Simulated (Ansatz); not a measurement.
**C2H3FO2: one species, many methods**

One table from this session's results is given with a row withheld; the runs are named, their logs left out.

Method: functionals in def2-TZVPP, the program's frozen cores in correlated methods; program: Ansatz 0.2.0, Gaussian basis.

The runs, in order: LDA (SPW92), PBE-D4, revPBE-D4, BLYP-D4, r2SCAN-D4, B97M-V, PBE0-D4, B3LYP-D4, r2SCANh-D4, r2SCAN0-D4, HSE06-D4, BHLYP-D4, CAM-B3LYP-D4, LC-ωPBE, ωB97X-V, ωB97M-V, B2PLYP, PBE-QIDH; CCSD(T)/def2-SVP; CCSD(T)/def2-TZVPP; MP2/def2-QZVPP; extrapolation to the limit; RPA on PBE.

## The geometry

An earlier PBE0-D4 in a triple-zeta def2 set relaxation fixed the geometry.

SMILES `O=CC(O)F`, 8 atoms, charge 0, spin multiplicity 1.

Atoms are counted from 1 here; the program's logs count them from 0.

Bond lengths: O1–C2 1.198 Å, C2–C3 1.527 Å, C2–H6 1.105 Å, C3–O4 1.350 Å, C3–F5 1.392 Å, C3–H7 1.095 Å, O4–H8 0.970 Å. Angles: O1–C2–C3 120.8°, O1–C2–H6 122.6°, C3–C2–H6 116.5°, C2–C3–O4 111.6°, C2–C3–F5 104.0°, C2–C3–H7 112.6°, O4–C3–F5 112.0°, O4–C3–H7 110.1°, F5–C3–H7 106.3°, C3–O4–H8 107.5°.

Set-up of the first run:

File in.yaml:

```yaml
crystal:
  periodic: [false, false, false]
  atoms:
    - {symbol: O, position_ang: [-1.673808, 0.110923, 0.448409]}
    - {symbol: C, position_ang: [-0.838431, 0.291586, -0.390946]}
    - {symbol: C, position_ang: [0.635560, 0.020861, -0.098656]}
    - {symbol: O, position_ang: [0.831467, -0.325396, 1.191739]}
    - {symbol: F, position_ang: [0.966679, -1.012001, -0.970749]}
    - {symbol: H, position_ang: [-1.087136, 0.609705, -1.419259]}
    - {symbol: H, position_ang: [1.279955, 0.865151, -0.364306]}
    - {symbol: H, position_ang: [-0.022186, -0.617930, 1.547966]}
basis:
  gaussian: {orbitals: def2-TZVPP}
hamiltonian: {xc: lda}
output: {orbitals: {seedname: orbitals}}
```

On the command line:

```
> ansatz run in.yaml --threads 2 --pin off --events-out ev --progress --plain --max-ram 4352MiB
```

Among the steps run: LDA; PBE-D4 (GGA); revPBE-D4 (GGA); BLYP-D4 (GGA); r2SCAN-D4 (meta-GGA); B97M-V (meta-GGA); PBE0-D4 (hybrid); B3LYP-D4 (hybrid); r2SCANh-D4 (hybrid); r2SCAN0-D4 (hybrid); HSE06-D4 (hybrid); BHLYP-D4 (hybrid); CAM-B3LYP-D4 (range-separated); LC-ωPBE (range-separated); ωB97X-V (range-separated); ωB97M-V (range-separated); B2PLYP (double hybrid); PBE-QIDH (double hybrid).

One of the session's tables, all rows but one given; the rest of the session is left out.

It belongs to the step «Frontier levels by functional». 

```
  functional  HOMO (eV)  LUMO (eV)  gap (eV)
 LDA (SPW92)      -7.02      -3.34      3.67
      PBE-D4      -6.83      -3.02      3.81
   revPBE-D4      -6.76      -2.91      3.85
     BLYP-D4      -6.79      -2.91      3.88
   r2SCAN-D4      -7.15      -2.80      4.35
      B97M-V      -7.30      -2.66      4.64
     PBE0-D4      -8.47      -1.82      6.64
    B3LYP-D4      -8.27      -2.13      6.14
  r2SCANh-D4      -7.77      -2.36      5.41
  r2SCAN0-D4          ?          ?         ?
    HSE06-D4      -8.06      -2.22      5.84
    BHLYP-D4     -10.10      -0.55      9.55
CAM-B3LYP-D4      -9.99      -0.61      9.38
     LC-ωPBE     -11.26       0.72     11.98
     ωB97X-V     -10.94       0.64     11.57
     ωB97M-V     -10.87       0.55     11.42
```

Estimate the missing values for r2SCAN0-D4.

Worked estimate for «HOMO (eV)». Against the share of exact exchange, r2SCAN-D4 (0, -7.15), r2SCANh-D4 (0.1, -7.77) give a slope of -6.20 per unit share; at 0.25 the line stands at -8.70.

**Answer.** HOMO (eV): -8.69; LUMO (eV): -1.70; gap (eV): 6.99. In «HOMO (eV)» the line misses by -0.01.
